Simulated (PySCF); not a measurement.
Species: C₄H₅NS.
Structure used (GFN2-xTB), in Å, numbered top down from 1:
```
atom  x, y, z in Å
N1     2.1088    0.1999   -0.1768
C2     0.7334    0.1815   -0.0733
C3    -0.0836   -0.8954    0.1025
C4    -1.4553   -0.5518    0.0604
C5    -1.6697    0.7688   -0.1382
S6    -0.1844    1.6447   -0.2831
H7     2.5441    1.0923   -0.0021
H8     2.5750   -0.5727    0.2740
H9     0.2814   -1.8956    0.2512
H10   -2.2482   -1.2695    0.1741
H11   -2.5960    1.3004   -0.2145
```

The calculation used PBE0/pcSseg-1 in PySCF (dipole) on a GFN2-xTB geometry, gas phase.

Masses are those of the commonest isotopes; rigid-rotor values at the optimised geometry. 

**Question.** Give the principal moments of inertia and the rotational constants in MHz.

**Answer.** Ia = 94.98, Ib = 154.13, Ic = 248.70 u·Å²; 505379 MHz·u·Å²/I gives A = 5321, B = 3279, C = 2032 MHz.

**Question.** Classify the top.

**Answer.** An asymmetric top. Ray's parameter κ = (2B − A − C)/(A − C) = -0.242; −1 is the prolate and +1 the oblate limit.

**Question.** What does the inertial defect say?

**Answer.** Not planar: Δ = Ic − Ia − Ib = -0.40 u·Å². For a rigid frame Δ = −2 Σ m c², so Σ m c² = 0.20 u·Å² lies off the ab plane: 0.14 from hydrogen and 0.06 from heavier atoms. The atom farthest from that plane is 0.28 Å away.

**Question.** Predict some low-J microwave lines.

**Answer.** The dipole components are |μa| = 1.42 D, |μb| = 0.39 D, |μc| = 0.99 D. The squared components, which scale the intensities, stand as 1.00 : 0.08 : 0.48 (a : b : c). Some lines, for components of 0.1 D or more:

```
type  branch         J(Ka,Kc)    MHz  lower level (cm⁻¹)
   b       Q  3(1,2) ← 3(0,3)   7943               1.001
   c       R  1(1,0) ← 0(0,0)   8600               0.000
   c       Q  4(3,2) ← 4(2,2)   9902               2.270
   a       R  2(1,1) ← 1(1,0)  11869               0.287
   a       R  3(1,3) ← 2(1,2)  13832               0.558
   b       R  4(0,4) ← 3(1,3)  17908               1.019
   c       R  2(2,1) ← 1(1,1)  19242               0.245
   a       R  4(3,2) ← 3(3,1)  21875               1.871
   a       R  4(3,1) ← 3(3,0)  22397               1.874
   c       R  3(2,1) ← 2(1,1)  23922               0.683
```

Not checked by GFN2-xTB frequencies. These are rigid-rotor constants of the computed structure; measured ground-state constants (B0) also hold zero-point vibration. A rigid rotor knows nothing of inversion at nitrogen, which can split or shift real lines. Quadrupole hyperfine structure (14N) is left out.

Cost: about 9 s of CPU time on one thread; the machine was shared, so the figure is rough. This is the PBE0/pcSseg-1 job that gave the dipole, with the shieldings it also computed.
